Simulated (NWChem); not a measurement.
Species: sulfur dioxide (SO2); SMILES S(=O)=O

```xyz
3

O      1.2504     0.0000     0.3713
S      0.0000     0.0000    -0.3713
O     -1.2504     0.0000     0.3713
```
Atoms are numbered in this order, from 1.

Results from NWChem. The geometry was optimised at PBE0/def2-SVP.

### Question
Predict the results for B3LYP/def2-SVPD. Quantities: highest occupied level (eV); orbital gap (eV); dipole (D).

### Answer
- highest occupied level (eV) = -9.48
- orbital gap (eV) = 5.39
- dipole (D) = 1.80
